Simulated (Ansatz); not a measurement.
Molecule (SMILES): [F][Al][F], doublet.
Atoms: Al1, F2, F3. Bonds: Al1-F2, Al1-F3.

Basis-set convergence of the harmonic zero-point energy at MP2 with Ansatz (an electronic-structure program). Each level at its own minimum, finite differences of forces, unscaled; the reference is a large set that could be run, not a limit. Cartesian d functions, on some or all atoms, in 6-311G**, 6-311+G**; all else is spherical. Cores are frozen. Open shells are unrestricted. No added dispersion term, no relativity. Reference: the value in aug-cc-pV(T+d)Z, 2.70 kcal/mol. Deviations are taken from unrounded values.

```
basis            functions  harmonic zero-point energy (kcal/mol)
---------------  ---------  -------------------------------------
cc-pV(D+d)Z             51                                   2.69
aug-cc-pV(D+d)Z         78                                   2.63
6-311G**                63                                   2.78
6-311+G**               75                                   2.68
cc-pV(T+d)Z             99                                   2.72
aug-cc-pV(T+d)Z        147                                   2.70
def2-TZVPP             104                                   2.72
def2-TZVPPD            128                                   2.70
```

What the diffuse functions change, pair by pair:
- cc-pV(D+d)Z to aug-cc-pV(D+d)Z: 27 more functions, deviation -0.02 to -0.07 kcal/mol
- 6-311G** to 6-311+G**: 12 more functions, deviation 0.08 to -0.02 kcal/mol
- cc-pV(T+d)Z to aug-cc-pV(T+d)Z: 48 more functions, deviation 0.02 to 0.00 kcal/mol
- def2-TZVPP to def2-TZVPPD: 24 more functions, deviation 0.02 to -0.01 kcal/mol

Leaving out the reference's own pair, they bring the value nearer the reference by more than 0.01 kcal/mol in 2 of 3 pairs.
